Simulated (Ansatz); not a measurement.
Predict the output of the script below (Ansatz 0.2.0 through its Python package).

The script, `ch3bo.py`:
```python
# -*- coding: utf-8 -*-
"""Active-space calculation on CH3BO."""

import ansatz as az
from ase import Atoms


def main():
    atoms = Atoms(["B", "C", "O", "H", "H", "H"], positions=[
        (-0.6465, -0.38, -0.5733),
        (0.5187, 0.2016, 0.2486),
        (-0.5532, 1.0461, -0.039),
        (-1.2616, -1.3144, -0.6534),
        (1.4348, 0.4561, -0.3468),
        (0.5499, -0.0734, 1.3176),
    ])
    mol = az.Crystal.molecule_from_ase(atoms)

    calculation = mol.calculation()
    calculation = calculation.basis(gaussian="def2-SVP").correlation(active_electrons=2, active_orbitals=3)
    for method in ["sc_nevpt2"]:
        data = (calculation if method is None else calculation.correlation(method)).run(threads=1, pin="off").report
        space = data["configurations"]
        state = space["states"][0]
        print(method or "casscf", f"total {data['free_energy_ev'] / 27.211386246:.6f} Ha, active-space state {state['energy']['hartree']:.6f} Ha, mean field {data['reference_energy_ev'] / 27.211386246:.6f} Ha")
        print("  determinants", state["n_determinants"], " natural occupations", [round(n, 3) for n in space["natural_occupations"]])


if __name__ == "__main__":
    main()
```

```console
$ python ch3bo.py
sc_nevpt2 total -139.380427 Ha, active-space state -139.004240 Ha, mean field -138.978256 Ha
  determinants 9  natural occupations [1.968, 0.03, 0.002]
```

Notes:
- Total energies depend on the basis set; only differences at equal settings carry meaning.
- The geometry is a force-field or estimated start, not a minimum of this method, and the basis set is short of its limit. The active space starts as a window about the frontier orbitals and is then optimised, not chosen by chemistry.
- Finished in 2.2 s on 1 thread of Arm Neoverse V2, with other jobs on the host, peak memory 0.17 GiB.

(A comment or docstring line of the script was reworded after the run, the code is as it ran; lines on the test bed's own set-up are left out of the output.)
